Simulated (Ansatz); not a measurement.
in.yaml

```yaml
crystal:
  periodic: [false, false, false]
  atoms:
    - {symbol: N, position_ang: [0.000000, -0.655903, 1.700962]}
    - {symbol: Ge, position_ang: [0.000000, 0.319017, -0.062250]}
    - {symbol: O, position_ang: [0.000000, -0.874178, -1.206483]}
basis:
  gaussian: {orbitals: cc-pVDZ}
total_charge: 1
magnetization: {spin_polarized: true, initial_magnetization: 2}
hamiltonian: {xc: {name: r2SCAN}}
output: {forces: true}
```

```sh
$ ansatz run in.yaml --threads 1 --pin off --events-out ev --progress --plain --max-ram 2393MiB
```

(1) Roughly how long does this take on 1 thread of Arm Neoverse V1, shared host, and how much host memory?

```
708 factors; their error is unknown
mean field evaluation 1: about -60011.5448 eV, gradient 7.4e1 eV
mean field evaluation 2: about -59784.5972 eV, gradient 1.5e2 eV
mean field evaluation 4: about -59964.6685 eV, gradient 1.0e2 eV
mean field evaluation 8: about -60037.8094 eV, gradient 1.3e0 eV
mean field evaluation 16: about -60035.1242 eV, gradient 1.0e1 eV
mean field evaluation 32: about -60037.8219 eV, gradient 1.3e-5 eV
mean field -60037.82192263 eV, -2206.3492605592 hartree, gradient 1.7e-5 eV, S^2 2.490540; 4 other end points of the search recorded, 0 dependent functions left out
the calculation of the forces begins
reference -60037.82193055 eV, -2206.3492608505 hartree; 24, 22 occupied and 31, 33 virtual orbitals, 708 factors
Total energy: -60037.82193055 eV, -2206.3492608505 hartree
Atom 0 at     0.000000    -0.655903     1.700962 Å, force    -0.000000     0.139798     0.364728 eV/Å
Atom 1 at     0.000000     0.319017    -0.062250 Å, force     0.000000     0.379239     0.637599 eV/Å
Atom 2 at     0.000000    -0.874178    -1.206483 Å, force    -0.000000    -0.519037    -1.002327 eV/Å
Dipole moment:     0.000000     0.399321     0.495332 e Å
```

Forces (eV/Å):
```
N    0.000  0.140  0.365
Ge   0.000  0.379  0.638
O    0.000 -0.519 -1.002
```

Answers

(1) 17 s wall and 0.22 GiB.
